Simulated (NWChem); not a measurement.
# SiNH4F (SMILES N[SiH2]F) at PBE0/6-311+G(d,p), part 2 of 2

NWChem 7.3.0. Earlier steps stand in the parts before.

### Step 3. The doublet cation, same level

File fh4nsi.nw:

```
start fh4nsi
title "FH4NSi PBE0"
memory 2200 mb
charge 1

geometry units angstrom noautosym nocenter noautoz
N     -0.761500     0.339000    -0.625200
Si     0.531100    -0.115700     0.373400
F      0.515100    -1.653900     0.829800
H     -0.786600     0.105100    -1.603600
H     -1.682200     0.513500    -0.258400
H      0.455900     0.676200     1.620700
H      1.789400     0.068000    -0.382300
end

basis "ao basis" spherical bse
* library 6-311+G**
end

dft
xc pbe0
mult 2
grid lebedev 99 14
convergence energy 1e-08
maxiter 100
mulliken
noprint "final vectors analysis"
end

task dft energy
```

The run is started by

```
nwchem fh4nsi.nw > fh4nsi.out
```

The program printed:

```text
Northwest Computational Chemistry Package (NWChem) 7.3.0
             --------------------------------------------------------

           Job information
           ---------------

    nwchem branch   = 7.3.0
    use scalapack   = T
    input           = fh4nsi.nw
    prefix          = fh4nsi.
    data base       = ./fh4nsi.db
    status          = startup
    nproc           =        1

           Memory information
           ------------------

    heap     =     72089596 doubles =      550.0 Mbytes
    stack    =     72089601 doubles =      550.0 Mbytes
    global   =    144179200 doubles =     1100.0 Mbytes (distinct from heap & stack)
    total    =    288358397 doubles =     2200.0 Mbytes
    verify   = yes
    hardfail = no

           Directory information
           ---------------------

  0 permanent = .
  0 scratch   = .

                                NWChem Input Module
                                -------------------

                                    FH4NSi PBE0
                                    -----------

 Scaling coordinates for geometry "geometry" by  1.889725989
 (inverse scale =  0.529177249)

                             Geometry "geometry" -> ""
                             -------------------------

 Output coordinates in angstroms (scale by  1.889725989 to convert to a.u.)

  No.       Tag          Charge          X              Y              Z
 ---- ---------------- ---------- -------------- -------------- --------------
    1 N                    7.0000    -0.76150000     0.33900000    -0.62520000
    2 Si                  14.0000     0.53110000    -0.11570000     0.37340000
    3 F                    9.0000     0.51510000    -1.65390000     0.82980000
    4 H                    1.0000    -0.78660000     0.10510000    -1.60360000
    5 H                    1.0000    -1.68220000     0.51350000    -0.25840000
    6 H                    1.0000     0.45590000     0.67620000     1.62070000
    7 H                    1.0000     1.78940000     0.06800000    -0.38230000

      Atomic Mass
      -----------

      N                 14.003070
      Si                27.976930
      F                 18.998400
      H                  1.007825

 Effective nuclear repulsion energy (a.u.)     118.5879552536

            Nuclear Dipole moment (a.u.)
            ----------------------------
        X                 Y               Z
 ---------------- ---------------- ----------------
    12.3159111854   -24.1301001208    14.5429532629

            XYZ format geometry
            -------------------
     7
 geometry
 N                    -0.76150000     0.33900000    -0.62520000
 Si                    0.53110000    -0.11570000     0.37340000
 F                     0.51510000    -1.65390000     0.82980000
 H                    -0.78660000     0.10510000    -1.60360000
 H                    -1.68220000     0.51350000    -0.25840000
 H                     0.45590000     0.67620000     1.62070000
 H                     1.78940000     0.06800000    -0.38230000

 ==============================================================================
                                internuclear distances
 ------------------------------------------------------------------------------
       center one      |      center two      | atomic units |  angstroms
 ------------------------------------------------------------------------------
    2 Si               |   1 N                |     3.20406  |     1.69551
    3 F                |   2 Si               |     3.03218  |     1.60456
    4 H                |   1 N                |     1.90160  |     1.00628
    5 H                |   1 N                |     1.90167  |     1.00632
    6 H                |   2 Si               |     2.79559  |     1.47936
    7 H                |   2 Si               |     2.79536  |     1.47924
 ------------------------------------------------------------------------------
                         number of included internuclear distances:          6
 ==============================================================================

 ==============================================================================
                                 internuclear angles
 ------------------------------------------------------------------------------
        center 1       |       center 2       |       center 3       |  degrees
 ------------------------------------------------------------------------------
    2 Si               |   1 N                |   4 H                |   121.96
    2 Si               |   1 N                |   5 H                |   121.96
    4 H                |   1 N                |   5 H                |   111.83
    1 N                |   2 Si               |   3 F                |   114.65
    1 N                |   2 Si               |   6 H                |   108.32
    1 N                |   2 Si               |   7 H                |   108.32
    3 F                |   2 Si               |   6 H                |   105.83
    3 F                |   2 Si               |   7 H                |   105.83
    6 H                |   2 Si               |   7 H                |   114.05
 ------------------------------------------------------------------------------
                            number of included internuclear angles:          9
 ==============================================================================

[... 35 lines left out ...]
  convergence criterion.
[... 1 line left out ...]
  convergence criterion.
[... 15 lines left out ...]
          Convergence on energy requested:  1.00D-08
          Convergence on density requested:  1.00D-05
          Convergence on gradient requested:  5.00D-04
[... 22 lines left out ...]
          Spatial weights used:  Erf1
[... 1 line left out ...]
          Convergence Information
[... 1 line left out ...]
          Convergence aids based upon iterative change in
          total energy or number of iterations.
[... 76 lines left out ...]
   convergence    iter        energy       DeltaE   RMS-Dens  Diis-err    time
[... 28 lines left out ...]
         Total DFT energy =     -445.956145082834
      One electron energy =     -844.455641526175
           Coulomb energy =      319.224852352432
    Exchange-Corr. energy =      -39.313311162739
 Nuclear repulsion energy =      118.587955253647

 Numeric. integr. density =       33.000000068306

     Total iterative time =     29.1s

     ---------------------------------------------
      Total Density - Mulliken Population Analysis
     ---------------------------------------------

    Atom       Charge   Shell Charges
 -----------   ------   -------------------------------------------------------
    1 N    7     7.27   1.10  0.90  0.77  0.91  1.78  0.68  1.12 -0.05  0.06  0.01
    2 Si  14    13.26   0.79  1.18  0.95  1.03  0.82  0.46  1.97  3.90  0.68  1.10  0.04  0.04  0.01  0.29
    3 F    9     9.19   1.08  0.92  1.16  1.09  2.36  0.92  1.78 -0.13  0.02  0.00
    4 H    1     0.63   0.26  0.36 -0.03  0.04
    5 H    1     0.63   0.26  0.36 -0.03  0.04
    6 H    1     1.01   0.24  0.56  0.19  0.01
    7 H    1     1.01   0.24  0.56  0.19  0.01

     --------------------------------------------
      Spin Density - Mulliken Population Analysis
     --------------------------------------------

    Atom       Charge   Shell Charges
 -----------   ------   -------------------------------------------------------
    1 N    7     1.03  -0.00  0.00  0.20  0.03  0.45  0.03  0.32  0.01 -0.01 -0.00
    2 Si  14    -0.02   0.00 -0.00  0.00  0.00 -0.00  0.00 -0.00  0.00 -0.01 -0.03  0.00 -0.00  0.00  0.01
    3 F    9     0.05  -0.00  0.00  0.02  0.00  0.03 -0.00  0.01 -0.00 -0.00  0.00
    4 H    1    -0.03  -0.01 -0.03 -0.00  0.00
    5 H    1    -0.03  -0.01 -0.03 -0.00  0.00
    6 H    1     0.00   0.00  0.00 -0.00  0.00
    7 H    1     0.00   0.00  0.00 -0.00  0.00

     -------------------------------------------
      Total Density - Lowdin Population Analysis
     -------------------------------------------

    Atom       Charge   Shell Charges
 -----------   ------   -------------------------------------------------------
    1 N    7     6.83   1.04  0.94  0.77  0.67  1.63  0.42  1.06  0.09  0.20  0.02
    2 Si  14    13.07   0.90  1.08  0.94  1.01  0.47  0.26  2.16  3.53  0.84  1.04  0.30  0.07  0.06  0.40
    3 F    9     9.35   1.03  0.96  1.18  1.00  2.32  0.70  1.65  0.14  0.37  0.00
    4 H    1     0.85   0.26  0.36  0.10  0.13
    5 H    1     0.85   0.26  0.36  0.10  0.13
    6 H    1     1.02   0.25  0.50  0.24  0.03
    7 H    1     1.02   0.25  0.50  0.24  0.03

     ------------------------------------------
      Spin Density - Lowdin Population Analysis
     ------------------------------------------

    Atom       Charge   Shell Charges
 -----------   ------   -------------------------------------------------------
    1 N    7     0.92   0.00  0.00  0.21  0.02  0.42  0.01  0.24 -0.00  0.02 -0.00
    2 Si  14     0.01   0.00 -0.00  0.00  0.00 -0.00  0.00 -0.00 -0.00 -0.01 -0.01  0.00  0.00  0.00  0.02
    3 F    9     0.05  -0.00  0.00  0.02  0.00  0.03 -0.00  0.01  0.00 -0.00 -0.00
    4 H    1     0.00  -0.01 -0.01 -0.00  0.02
    5 H    1     0.00  -0.01 -0.01 -0.00  0.02
    6 H    1     0.00   0.00  0.00  0.00  0.00
    7 H    1     0.00   0.00  0.00  0.00  0.00

   alpha - beta orbital overlaps
   -----------------------------

   alpha      1      2      3      4      5      6      7      8      9     10
    beta      1      2      3      4      5      6      7      8      9     10
 overlap   1.000  1.000  1.000  1.000  1.000  1.000  1.000  1.000  0.998  1.000

   alpha     11     12     13     14     15     16     17     18     19     20
    beta     11     12     17     14     13     15     16     18     19     20
 overlap   0.998  0.782  0.650  1.000  0.836  0.992  1.000  0.998  0.988  0.999

   alpha     21     22     23     24     25     26     27     28     29     30
    beta     21     22     23     24     25     26     27     28     29     30
 overlap   0.996  0.998  0.999  0.976  0.981  0.999  0.936  0.942  0.999  0.970

   alpha     31     32     33     34     35     36     37     38     39     40
    beta     31     32     33     34     35     36     37     38     39     40
 overlap   0.994  1.000  0.999  0.998  0.998  1.000  0.999  1.000  1.000  1.000

   alpha     41     42     43     44     45     46     47     48     49     50
    beta     41     42     43     44     45     46     47     48     49     50
 overlap   0.983  0.978  0.990  0.983  1.000  0.997  0.986  0.999  0.999  0.997

   alpha     51     52     53     54     55     56     57     58     59     60
    beta     51     52     53     54     55     56     57     58     59     60
 overlap   0.978  0.980  0.999  1.000  0.997  0.997  0.997  1.000  1.000  1.000

   alpha     61     62     63     64     65     66     67     68     69     70
    beta     61     62     63     64     65     66     67     68     69     70
 overlap   0.998  1.000  1.000  0.999  0.997  0.995  1.000  0.988  0.997  0.994

   alpha     71     72     73     74     75     76     77     78     79     80
    beta     71     72     73     74     75     76     77     78     79     80
 overlap   0.996  0.990  0.995  0.989  0.999  0.996  0.995  1.000  0.996  1.000

   alpha     81     82     83     84     85     86     87     88     89     90
    beta     81     82     83     84     85     86     87     88     89     90
 overlap   0.988  0.988  0.999  0.998  0.999  0.997  0.997  1.000  1.000  0.997

   alpha     91     92     93     94     95     96     97     98
    beta     91     92     93     94     95     96     97     98
 overlap   1.000  0.997  1.000  1.000  1.000  1.000  1.000  1.000

     --------------------------
     Expectation value of S2:
     --------------------------
      <S2> =      0.7539 (Exact =     0.7500)

 center of mass
 --------------
 x =   0.39986556 y =  -0.82954964 z =   0.48917005

 moments of inertia (a.u.)
 ------------------
         234.689563538112          57.141143683714         -66.204293121050
          57.141143683714         173.577938411835          78.877968738706
         -66.204293121050          78.877968738706         240.047230414336

     Multipole analysis of the density
     ---------------------------------

     L   x y z        total         alpha         beta         nuclear
     -   - - -        -----         -----         ----         -------
     0   0 0 0      1.000000    -17.000000    -16.000000     34.000000

     1   1 0 0     -1.120662     -6.110072     -7.326501     12.315911
[... 8 lines of this table left out ...]
     2   0 0 2    -13.287029    -36.703568    -34.778771     58.195310

 Task  times  cpu:       29.4s     wall:       29.4s
 Total times  cpu:       29.5s     wall:       29.5s
```

Run time: 31 s. Hardware: 1 thread of AMD EPYC 7R13 (Zen 3), shared host; peak memory 0.12 GiB.

### Step 4. What came out

This closing draws on all 2 parts.

At PBE0/6-311+G**:

```
                                          quantity          value
                      singlet SiNH4F: total energy  -446.35120 Eh
                      doublet cation: total energy  -445.95615 Eh
                              doublet cation: ⟨S²⟩          0.754
vertical ionisation energy (to the doublet cation)      10.750 eV
```

What this shows: The vertical ionisation energy comes to 10.75 eV (1037 kJ/mol). Mulliken charges (singlet SiNH4F) run from -0.81 on N1 to +0.78 on Si2; in a basis this large or diffuse they mean little. Mulliken charges (doublet cation) run from -0.27 on N1 to +0.74 on Si2; in a basis this large or diffuse they mean little.
